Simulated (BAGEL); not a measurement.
# H3NO (hydroxylamine) at NEVPT2(14,11)/6-31G(d) (density fitting with cc-pvqz-jkfit, spherical functions)

Aim: the vertical ionisation energy of H3NO (hydroxylamine) at NEVPT2(14,11)/6-31G* (density fitting with cc-pvqz-jkfit, spherical functions), from 2 runs. 

Program for the calculation: BAGEL 1.2.2.

2 further runs of the same task are left out: 2 set aside as unsound or not needed.

### Step 1. The molecule

H3NO: 5 atoms, total charge 0, spin state singlet. As SMILES, `NO`. Geometry: relaxed at PBE0-D4/def2-TZVP. This is one conformer, not always the lowest.

Bond lengths: N1–O2 1.422 Å, N1–H3 1.016 Å, N1–H4 1.016 Å, O2–H5 0.960 Å. Angles: N1–O2–H5 102.8°, O2–N1–H3 104.5°, O2–N1–H4 104.5°, H3–N1–H4 106.0°.

### Step 2. A single-point energy at NEVPT2(14,11)/6-31G(d) (density fitting with cc-pvqz-jkfit, spherical functions)

Input file calc.json:

```json
{ "bagel": [

{
  "title": "molecule",
  "basis": "6-31gs.json",
  "df_basis": "cc-pvqz-jkfit",
  "angstrom": true,
  "geometry": [
    { "atom": "N", "xyz": [   -0.165120,   -0.361290,   -0.321170 ] },
    { "atom": "O", "xyz": [    0.364460,    0.666040,    0.508060 ] },
    { "atom": "H", "xyz": [   -0.162690,   -1.190020,    0.266770 ] },
    { "atom": "H", "xyz": [   -1.141650,   -0.109840,   -0.446210 ] },
    { "atom": "H", "xyz": [    1.105010,    0.995100,   -0.007440 ] }
  ]
},
{ "title": "hf" },
{ "title": "nevpt2", "nstate": 1, "nact": 11, "nclosed": 2, "maxiter": 200, "natocc": true, "ncore": 2 },
{ "title": "print", "file": "orbitals.molden", "orbitals": true }

]}
```

The basis set 6-31G* is read from a file made from the Basis Set Exchange's data (not shown).

The run is started by

```bash
$ BAGEL_NUM_THREADS=1 BAGEL calc.json > calc.out
```

Output:

```text
* using 1 threads per process

  ===============================================================
  ===============================================================

  *** Geometry ***

  { "atom" : "N", "xyz" : [     -0.312032,     -0.682739,     -0.606923 ] },
  { "atom" : "O", "xyz" : [      0.688730,      1.258633,      0.960094 ] },
  { "atom" : "H", "xyz" : [     -0.307440,     -2.248812,      0.504122 ] },
  { "atom" : "H", "xyz" : [     -2.157406,     -0.207568,     -0.843215 ] },
  { "atom" : "H", "xyz" : [      2.088166,      1.880466,     -0.014060 ] },

  Number of auxiliary basis functions:      365

  Since a DF basis is specified, we compute 2- and 3-index integrals:
    o Being stored without compression. Storage requirement is 0.003 GB

  Number of basis functions:       34
  Number of electrons      :       18

    * METHOD: MOLECULE                             0.07

  *** RHF ***

  === Nuclear Repulsion ===
    39.5936663937

      * DIIS with orbital gradients will be used.

  === RHF iteration (6-31gs.json) ===
      0       -130.87379226          0.03281970           0.01
      1       -130.95428325          0.01528410           0.01
      2       -130.97544721          0.00269817           0.01
      3       -130.97614040          0.00087493           0.01
      4       -130.97622014          0.00024080           0.01
      5       -130.97623138          0.00007289           0.01
[... 6 lines of this table left out ...]
     12       -130.97623332          0.00000002           0.01
     13       -130.97623332          0.00000001           0.01
    * SCF iteration converged.

    * Permanent dipole moment:
           (    0.134401,     0.212088,     0.134808) a.u.

    * METHOD: HF                                   0.10

    * freezing 2 orbitals
  ---------------------------
      CASSCF calculation
  ---------------------------

    * nstate   :      1
    * nclosed  :      2
    * nact     :     11
    * nvirt    :     21
  === CASSCF iteration (6-31gs.json) ===

    * Using the second-order algorithm

      0  0      -131.01428830     6.29e-03      1.81

      1  0      -131.08006653     4.51e-03      2.28

      2  0      -131.09480107     8.71e-04      2.18

[... 33 lines of this table left out ...]

     20  0      -131.09549255     8.71e-09      2.14

    * Second-order optimization converged. *

     guess   0:   closed 1111111....          open ...........

  === FCI iteration ===

      0  0      -130.97452568     1.58e-03      0.11
      1  0      -131.08436010     5.43e-04      0.11
      2  0      -131.09440475     1.79e-04      0.11
      3  0      -131.09535988     6.24e-05      0.11
      4  0      -131.09547606     2.19e-05      0.11
      5  0      -131.09549059     7.63e-06      0.11
[... 10 lines of this table left out ...]
     16  0      -131.09549255     1.09e-10      0.11
     17  0 *    -131.09549255     3.76e-11      0.10

     * ci vector, state   0, <S^2> = 0.0000
       2222222....    -0.9718538021
       222222.2...     0.1199743966
       22222.2.2..     0.0710961948
       2222.22..2.     0.0703650460

  === DF-NEVPT2 calculation ===

    * Third and fourth order RDM ( 1, 1) evaluation
      will be done with 2 passes
    * 3-index integral transformation done
    * assembly done

      NEVPT2 correlation energy:   -0.2112986096      0.06

          (+0)      0.0000000000
          (+0)'     0.0000000000
          (+1)      0.0000000000
          (+1)'     0.0000000000
          (+2)      0.0000000000
          (-1)      0.0000000000
          (-1)'    -0.1017646237
          (-2)     -0.1095339859

      NEVPT2 total energy:       -131.3067911642

    * METHOD: NEVPT2                             483.64

    * METHOD: PRINT                                0.00

  ===============================================================
```

Wall time 8.1 min (1 thread of Arm Neoverse V2, shared host); peak memory 8.5 GiB.

### Step 3. The doublet cation

Input file calc.json:

```json
{ "bagel": [

{
  "title": "molecule",
  "basis": "6-31gs.json",
  "df_basis": "cc-pvqz-jkfit",
  "angstrom": true,
  "geometry": [
    { "atom": "N", "xyz": [      -0.165120,      -0.361290,      -0.321170 ] },
    { "atom": "O", "xyz": [       0.364460,       0.666040,       0.508060 ] },
    { "atom": "H", "xyz": [      -0.162690,      -1.190020,       0.266770 ] },
    { "atom": "H", "xyz": [      -1.141650,      -0.109840,      -0.446210 ] },
    { "atom": "H", "xyz": [       1.105010,       0.995100,      -0.007440 ] }
  ]
},

{
  "title": "hf",
  "charge": 2
},

{
  "title": "casscf",
  "nstate": 1,
  "nact": 11,
  "nclosed": 2,
  "charge": 1,
  "nspin": 1,
  "maxiter": 200,
  "natocc": true
},

{
  "title": "nevpt2",
  "nstate": 1,
  "nact": 11,
  "nclosed": 2,
  "charge": 1,
  "nspin": 1,
  "maxiter": 200,
  "natocc": true,
  "ncore": 2
},

{
  "title": "print",
  "file": "orbitals.molden",
  "orbitals": true
}

]}
```

The basis set 6-31G* is read from a file made from the Basis Set Exchange's data (not shown).

The run is started by

```bash
$ BAGEL_NUM_THREADS=1 BAGEL calc.json > calc.out
```

Output:

```text
* using 1 threads per process

  ===============================================================
  ===============================================================

  *** Geometry ***

  { "atom" : "N", "xyz" : [     -0.312032,     -0.682739,     -0.606923 ] },
  { "atom" : "O", "xyz" : [      0.688730,      1.258633,      0.960094 ] },
  { "atom" : "H", "xyz" : [     -0.307440,     -2.248812,      0.504122 ] },
  { "atom" : "H", "xyz" : [     -2.157406,     -0.207568,     -0.843215 ] },
  { "atom" : "H", "xyz" : [      2.088166,      1.880466,     -0.014060 ] },

  Number of auxiliary basis functions:      365

  Since a DF basis is specified, we compute 2- and 3-index integrals:
    o Being stored without compression. Storage requirement is 0.003 GB

  Number of basis functions:       34
  Number of electrons      :       18

    * METHOD: MOLECULE                             0.07

  *** RHF ***

  === Nuclear Repulsion ===
    39.5936663937

      * DIIS with orbital gradients will be used.

  === RHF iteration (6-31gs.json) ===
      0       -129.63590762          0.04330387           0.00
      1       -129.66030695          0.04455411           0.00
      2       -129.79145417          0.00686770           0.00
      3       -129.79796389          0.00300301           0.00
      4       -129.80064985          0.00179028           0.00
      5       -129.80217235          0.00058890           0.00
[... 15 lines of this table left out ...]
     21       -129.80228335          0.00000001           0.00
     22       -129.80228335          0.00000000           0.00
    * SCF iteration converged.

    * Permanent dipole moment:
           (    0.380465,     0.896181,     0.832330) a.u.

    * METHOD: HF                                   0.14

  ---------------------------
      CASSCF calculation
  ---------------------------

    * nstate   :      1
    * nclosed  :      2
    * nact     :     11
    * nvirt    :     21
  === CASSCF iteration (6-31gs.json) ===

    * Using the second-order algorithm

      0  0      -130.67281311     2.64e-02      3.89

      1  0      -130.73569623     4.39e-03      3.77

      2  0      -130.75495424     1.60e-03      3.75

[... 31 lines of this table left out ...]

     19  0      -130.75598610     8.88e-09      3.83

    * Second-order optimization converged. *

     guess   0:   closed 111111.....          open ......1....

  === FCI iteration ===

      0  0      -130.62172849     1.40e-03      0.15
      1  0      -130.73988786     5.45e-04      0.15
      2  0      -130.75373204     2.09e-04      0.15
      3  0      -130.75566455     7.54e-05      0.15
      4  0      -130.75593222     2.79e-05      0.15
      5  0      -130.75597394     1.22e-05      0.15
[... 12 lines of this table left out ...]
     18  0      -130.75598610     2.58e-09      0.15
     19  0      -130.75598610     8.90e-10      0.15
    ** throwing out 1 trial vectors **
     20  0      -130.75598610     3.44e-10      0.15
    ** throwing out 1 trial vectors **
     21  0      -130.75598610     1.31e-10      0.15
    ** throwing out 1 trial vectors **
     22  0 *    -130.75598610     4.91e-11      0.15

     * ci vector, state   0, <S^2> = 0.7500
       222222a....     0.9669253730
       22222.a2...     0.1080793323
       222.22a.2..     0.0710162620
       2222.2a..2.     0.0648188460
       2222ab2a...     0.0584344653
       22222.2a...    -0.0528089606
       2222aa2b...     0.0504330612

    * METHOD: CASSCF                              79.23

    * freezing 2 orbitals

  === DF-NEVPT2 calculation ===

    * Third and fourth order RDM ( 1, 1) evaluation
      will be done with 2 passes
    * 3-index integral transformation done
    * assembly done

      NEVPT2 correlation energy:   -0.1849943817      0.07

          (+0)      0.0000000000
          (+0)'     0.0000000000
          (+1)      0.0000000000
          (+1)'     0.0000000000
          (+2)      0.0000000000
          (-1)      0.0000000000
          (-1)'    -0.0968466479
          (-2)     -0.0881477337

      NEVPT2 total energy:       -130.9409804777

    * METHOD: NEVPT2                             595.72

    * METHOD: PRINT                                0.00

  ===============================================================
```

Wall time 11 min (1 thread of Arm Neoverse V2, shared host); peak memory 9.7 GiB.

### Step 4. What came out

At NEVPT2(14,11)/6-31G* (density fitting with cc-pvqz-jkfit, spherical functions), 2 core orbitals frozen:

| quantity | value |
| --- | --- |
| singlet H3NO: total energy | -131.30679 Eh |
| doublet cation: total energy | -130.94098 Eh |
| vertical ionisation energy (to the doublet cation) | 9.954 eV |

What this shows: The vertical ionisation energy comes to 9.95 eV (960 kJ/mol).
